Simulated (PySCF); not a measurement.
CH3SiHCl2, optimised at B3LYP/6-31G*:

```xyz
8

C     -1.0325    -0.1937    -0.0674
Si     0.7887     0.1367     0.1733
Cl     1.9004    -1.3211    -0.7997
Cl     1.2719     1.9999    -0.6027
H     -1.2951    -0.1799    -1.1301
H     -1.2977    -1.1752     0.3417
H     -1.6280     0.5697     0.4459
H      1.2126     0.1329     1.5891
```

Energies from PySCF (xtb for GFN2), thermal terms from the rigid-rotor harmonic-oscillator model, ideal gas at 1 bar. 6-31G* has spherical d functions here. All species are closed-shell singlets. B3LYP is the form with VWN-RPA correlation.

Problem. List the harmonic frequencies (cm⁻¹, unscaled) at this level and at the other levels, each on its own geometry.

Solution. 
- B3LYP/6-31G*: 158, 176, 189, 245, 486, 556, 683, 758, 768, 878, 916, 1337, 1483, 1486, 2300, 3055, 3133, 3143
- GFN2-xTB: 110, 144, 156, 208, 452, 507, 629, 633, 756, 835, 837, 1377, 1467, 1472, 2283, 3026, 3046, 3049
- HF/6-31G*: 167, 191, 203, 264, 521, 594, 733, 811, 835, 948, 989, 1465, 1595, 1596, 2458, 3199, 3274, 3283
- PBE/def2-SVP: 158, 170, 180, 236, 486, 557, 653, 723, 732, 830, 866, 1220, 1373, 1376, 2201, 2981, 3085, 3092
- PBE0/def2-TZVP: 161, 176, 188, 246, 500, 569, 679, 746, 759, 849, 894, 1280, 1440, 1442, 2267, 3055, 3144, 3151
